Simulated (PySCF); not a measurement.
# Si2H6O (disilanol): levels of theory compared

Aim: a comparison of 6 runs (HF/STO-3G, HF/def2-SVP, B3LYP/6-31G*, M06-2X/def2-SVPD, TPSSh/def2-TZVP) of Si2H6O (disilanol). Input form: a Python script.

The results are computed with PySCF 2.14.0.

## 1. The system as given

Si2H6O has 9 atoms, charge 0, and is taken as a singlet. SMILES: `O[SiH2][SiH3]`. Geometry: relaxed at PBE0-D4/def2-TZVP. This is one conformer, not always the lowest.

Bond lengths: O1–Si2 1.654 Å, Si2–Si3 2.347 Å, O1–H4 0.958 Å, Si2–H5 1.493 Å, Si2–H6 1.484 Å, Si3–H7 1.489 Å, Si3–H8 1.491 Å, Si3–H9 1.488 Å. Some angles: O1–Si2–Si3 112.4°, O1–Si2–H5 111.3°, O1–Si2–H6 105.5°, Si3–Si2–H5 108.5°, Si3–Si2–H6 110.6°, Si2–O1–H4 117.6°, Si2–Si3–H7 110.0°, Si2–Si3–H8 110.1°, Si2–Si3–H9 111.4°, H5–Si2–H6 108.5°.

## 2. Energy and gradient at HF/STO-3G (run 1)

job.py

```python
from pyscf import gto

mol = gto.M(
    atom=[
    ('O', (-1.609000, 1.039900, -0.762000)),
    ('Si', (0.004800, 0.933100, -0.415900)),
    ('Si', (0.544200, -1.038400, 0.738600)),
    ('H', (-1.996600, 0.341400, -1.290800)),
    ('H', (0.830600, 0.994500, -1.657800)),
    ('H', (0.311400, 2.125200, 0.413000)),
    ('H', (2.012900, -1.104800, 0.974500)),
    ('H', (0.146200, -2.228200, -0.066200)),
    ('H', (-0.156000, -1.109100, 2.049500)),
],
    spin=0,
    verbose=4,
    max_memory=1860,
    basis='sto-3g',
)

mf = mol.RHF()
mf.conv_tol = 1e-10
mf.kernel()
if not mf.converged:
    mf = mf.newton().run(mf.mo_coeff, mf.mo_occ)

e_final = mf.e_tot
print('E = %.10f Eh' % e_final)
grad = mf.nuc_grad_method().kernel()
dip = mf.dip_moment()
pop, q = mf.mulliken_pop()
```

Started as:

```
$ OMP_NUM_THREADS=1 python job.py
```

What it wrote:

```text
PySCF version 2.14.0

[... 61 lines left out ...]
converged SCF energy = -648.544370867121
[... 12 lines left out ...]
Dipole moment(X, Y, Z, Debye):  0.47226, -0.92966, -0.52097
[... 39 lines left out ...]
charge of    8H =     -0.15429
```

Run time: 1.7 s. Hardware: 1 thread of Intel Xeon at 2.70GHz, shared host; peak memory 0.12 GiB.

## 3. Energy and forces at HF/def2-SVP (run 2)

calc.py

```python
import pyscf.grad
from pyscf import gto, scf

mol = gto.M(
    atom=[
    ('O', (-1.609000, 1.039900, -0.762000)),
    ('Si', (0.004800, 0.933100, -0.415900)),
    ('Si', (0.544200, -1.038400, 0.738600)),
    ('H', (-1.996600, 0.341400, -1.290800)),
    ('H', (0.830600, 0.994500, -1.657800)),
    ('H', (0.311400, 2.125200, 0.413000)),
    ('H', (2.012900, -1.104800, 0.974500)),
    ('H', (0.146200, -2.228200, -0.066200)),
    ('H', (-0.156000, -1.109100, 2.049500)),
],
    basis='def2-svp',
    max_memory=1860,
    charge=0,
    verbose=4,
)

mf = scf.RHF(mol)
mf.conv_tol = 1e-10
mf.kernel()
if not mf.converged:
    mf = mf.newton().run(mf.mo_coeff, mf.mo_occ)

energy = mf.e_tot
print('Final energy', energy)
grad = mf.Gradients().kernel()
mf.analyze()
```

Started as:

```
$ OMP_NUM_THREADS=1 python calc.py
```

What it wrote:

```text
PySCF version 2.14.0

[... 87 lines left out ...]
MO #3   energy= -20.5556963304668  occ= 2
[... 10 lines left out ...]
MO #14  energy= -0.7174003425683   occ= 2
[... 10 lines left out ...]
MO #25  energy= 0.196976052292023  occ= 0
[... 10 lines left out ...]
MO #36  energy= 0.566944170776801  occ= 0
[... 10 lines left out ...]
MO #47  energy= 0.905493699098312  occ= 0
[... 10 lines left out ...]
MO #58  energy= 1.63180922175377   occ= 0
[... 10 lines left out ...]
MO #69  energy= 2.01624723222735   occ= 0
[... 10 lines left out ...]
MO #80  energy= 4.08928585097279   occ= 0
[... 92 lines left out ...]
Dipole moment(X, Y, Z, Debye):  0.06230, -1.09700, -0.75905
```

Wall time 6.9 s (1 thread of Intel Xeon at 2.70GHz, shared host); peak memory 0.16 GiB.

Run 3 isn't shown in full; the table further down has it.

## 4. Energy and gradient at B3LYP/6-31G(d) (Cartesian functions) (run 4)

input.py

```python
from pyscf import gto, dft

mol = gto.M(
    atom='''
O       -1.609000       1.039900      -0.762000
Si       0.004800       0.933100      -0.415900
Si       0.544200      -1.038400       0.738600
H       -1.996600       0.341400      -1.290800
H        0.830600       0.994500      -1.657800
H        0.311400       2.125200       0.413000
H        2.012900      -1.104800       0.974500
H        0.146200      -2.228200      -0.066200
H       -0.156000      -1.109100       2.049500
''',
    cart=True,
    basis='6-31g*',
    max_memory=1860,
    verbose=3,
    spin=0,
)

ks = dft.RKS(mol, xc='b3lyp')
ks.grids.level = 5
ks.conv_tol = 1e-10
ks.kernel()
if not ks.converged:
    ks = ks.newton().run(ks.mo_coeff, ks.mo_occ)

e_tot = ks.e_tot
print('Final energy', e_tot)
grad = ks.nuc_grad_method().kernel()
dip = ks.dip_moment()
pop, q = ks.mulliken_pop()
```

Started as:

```
$ OMP_NUM_THREADS=1 python input.py
```

What it wrote:

```text
converged SCF energy = -657.839954705531
Final energy -657.839954705531
[... 8 lines left out ...]
Dipole moment(X, Y, Z, Debye): -0.05961, -0.98454, -0.80790
[... 75 lines left out ...]
charge of    8H =     -0.04863
```

Wall time 30 s (1 thread of Intel Xeon at 2.70GHz, shared host); peak memory 0.65 GiB.

Run 5 isn't shown in full; the table further down has it.

## 5. Energy and gradient at TPSSh/def2-TZVP (run 6)

calc.py

```python
from pyscf import gto, dft

mol = gto.M(
    atom='''
O   -1.609000   1.039900  -0.762000
Si   0.004800   0.933100  -0.415900
Si   0.544200  -1.038400   0.738600
H   -1.996600   0.341400  -1.290800
H    0.830600   0.994500  -1.657800
H    0.311400   2.125200   0.413000
H    2.012900  -1.104800   0.974500
H    0.146200  -2.228200  -0.066200
H   -0.156000  -1.109100   2.049500
''',
    basis='def2-tzvp',
    verbose=4,
    spin=0,
    max_memory=1860,
)

mf = dft.RKS(mol)
mf.xc = 'tpssh'
mf.conv_tol = 1e-10
mf.grids.level = 5
mf.kernel()
if not mf.converged:
    mf = mf.newton().run(mf.mo_coeff, mf.mo_occ)

e_final = mf.e_tot
print(f'total energy: {e_final:.8f} hartree')
grad = mf.nuc_grad_method().kernel()
mf.analyze()
```

Started as:

```
$ OMP_NUM_THREADS=1 python calc.py
```

What it wrote:

```text
PySCF version 2.14.0

[... 93 lines left out ...]
One-electron Energy =                -1214.555472090967896
[... 19 lines left out ...]
MO #15  energy= -0.443173233715328 occ= 2
[... 17 lines left out ...]
MO #33  energy= 0.176191009039631  occ= 0
[... 17 lines left out ...]
MO #51  energy= 0.520224998171889  occ= 0
[... 17 lines left out ...]
MO #69  energy= 1.05700189571031   occ= 0
[... 17 lines left out ...]
MO #87  energy= 1.61153441805181   occ= 0
[... 17 lines left out ...]
MO #105 energy= 2.30740810592661   occ= 0
[... 17 lines left out ...]
MO #123 energy= 5.21787673866366   occ= 0
[... 17 lines left out ...]
MO #141 energy= 43.5304035304283   occ= 0
[... 153 lines left out ...]
Dipole moment(X, Y, Z, Debye): -0.14770, -0.93589, -0.73586
```

It took 1.8 min on 1 thread of Intel Xeon at 2.70GHz, shared host; peak memory 1.6 GiB.

## 6. The series

```tsv
run	level	integration grid	Cartesian functions	energy (Eh)	dipole moment (D)	HOMO energy (eV)	LUMO energy (eV)	wall time
1	HF/STO-3G	–	no	-648.544371	1.17	-7.92	10.83	1.7 s
2	HF/def2-SVP	–	no	-656.003010	1.34	-10.75	3.21	6.9 s
3	B3LYP/6-31G* (spherical functions)	5	no	-657.835132	1.27	-7.47	-0.27	23 s
4	B3LYP/6-31G* (Cartesian functions)	5	yes	-657.839955	1.27	-7.48	-0.30	30 s
5	M06-2X/def2-SVPD	5	no	-657.532191	1.19	-8.99	0.15	81 s
6	TPSSh/def2-TZVP	5	no	-657.941843	1.20	-7.26	-0.78	1.8 min
```

## 7. Outcome

| quantity | value |
| --- | --- |
| run 6: total energy | -657.94184 Eh |
| run 6: dipole moment | 1.20 D |
| run 6: HOMO energy | -7.26 eV |
| run 6: LUMO energy | -0.78 eV |
| run 6: HOMO–LUMO gap | 6.48 eV |
| run 6: largest force on an atom | 0.264 eV/Å |

The dipole moment (its size) runs from 1.17 D (HF/STO-3G) to 1.34 D (HF/def2-SVP). The HOMO–LUMO gap runs from 6.48 eV (TPSSh/def2-TZVP) to 18.75 eV (HF/STO-3G). The two ends differ in method and basis. Totals of different functionals can't be ranked against each other. In run 1 the basis is minimal, so the values are rough. All runs together took 4.2 min, the longest 1.8 min.
